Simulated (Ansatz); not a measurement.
CH3BS (`BC=S`), 6 atoms. The species carries charge 0 and has multiplicity 1. All runs use 2 threads of an Intel Xeon 6975P-C on a shared host. Correlated methods freeze the cores. Open-shell runs search over several starts.

Task: Give the basis size and wall time and peak host memory of each of these runs in Ansatz. RHF-CCSD(T)/def2-TZVPP energy; RKS PBE0-D4/def2-TZVP frequencies; RHF-CCSD(T)/def2-QZVPP energy; UKS B2PLYP (frozen core)/def2-TZVPP energy of the cation; RKS ωB97X-V/def2-TZVPP energy; RKS PBE0-D4/def2-TZVP relaxation (8 steps); RKS PBE0-D4/def2-SVP energy; RKS ωB97M-V/def2-QZVPP energy; UKS ωB97M-V/def2-TZVPP energy of the cation; RHF-CCSD(T)/def2-SVP energy; direct RPA on PBE orbitals/def2-TZVPP energy; UKS ωB97X-V/def2-TZVPP energy of the cation. (Estimate.)

Result: Ansatz gave: Other jobs shared the machine, so times are rough.

```json
{"level": "RKS PBE0-D4/def2-SVP", "job": "energy", "functions": "61", "wall time": "0.3 s", "peak host memory (GiB)": "0.12"}
{"level": "RHF-CCSD(T)/def2-SVP", "job": "energy", "functions": "61", "wall time": "0.5 s", "peak host memory (GiB)": "0.15"}
{"level": "direct RPA on PBE orbitals/def2-TZVPP", "job": "energy", "functions": "146", "wall time": "1.6 s", "peak host memory (GiB)": "0.26"}
{"level": "RKS ωB97X-V/def2-TZVPP", "job": "energy", "functions": "146", "wall time": "2.1 s", "peak host memory (GiB)": "0.32"}
{"level": "UKS B2PLYP (frozen core)/def2-TZVPP", "job": "energy of the cation", "functions": "146", "wall time": "3.5 s", "peak host memory (GiB)": "0.3"}
{"level": "RKS ωB97M-V/def2-QZVPP", "job": "energy", "functions": "274", "wall time": "4.3 s", "peak host memory (GiB)": "0.76"}
{"level": "RHF-CCSD(T)/def2-TZVPP", "job": "energy", "functions": "146", "wall time": "5.5 s", "peak host memory (GiB)": "1"}
{"level": "RKS PBE0-D4/def2-TZVP", "job": "relaxation (8 steps)", "functions": "117", "wall time": "7.5 s", "peak host memory (GiB)": "0.2"}
{"level": "UKS ωB97X-V/def2-TZVPP", "job": "energy of the cation", "functions": "146", "wall time": "9.5 s", "peak host memory (GiB)": "0.52"}
{"level": "UKS ωB97M-V/def2-TZVPP", "job": "energy of the cation", "functions": "146", "wall time": "10 s", "peak host memory (GiB)": "0.55"}
{"level": "RKS PBE0-D4/def2-TZVP", "job": "frequencies", "functions": "117", "wall time": "20 s", "peak host memory (GiB)": "0.21"}
{"level": "RHF-CCSD(T)/def2-QZVPP", "job": "energy", "functions": "274", "wall time": "3.9 min", "peak host memory (GiB)": "2.6"}
```
